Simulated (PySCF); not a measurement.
Homolysis of single bonds, series Ga Cl-CH3. All species are isolated molecules in the gas phase. Strings in code marks are SMILES.

All values below come from B3LYP-D3(BJ)/def2-TZVP // PBE0-D4/def2-TZVP run with PySCF. B3LYP has the VWN-RPA correlation part, as in Gaussian. 

```json
[
 {"species": "whole molecule (`[Cl][Ga]([Cl])[Cl]`)", "dipole moment (D)": "0.00"},
 {"species": "whole molecule (`[CH3][Ga]([Cl])[Cl]`)", "dipole moment (D)": "2.76"},
 {"species": "radical fragment (`[CH3]`)", "dipole moment (D)": "0.00"},
 {"species": "radical fragment (`[Cl][Ga][CH3]`)", "dipole moment (D)": "2.61"},
 {"species": "whole molecule (`[Cl][Ga]([CH3])[CH3]`)", "dipole moment (D)": "2.79"},
 {"species": "radical fragment (`[CH3][Ga][CH3]`)", "dipole moment (D)": "[?]"}
]
```

Q: Complete the blanks.

A: 
- radical fragment (`[CH3][Ga][CH3]`), dipole moment (D): 0.44
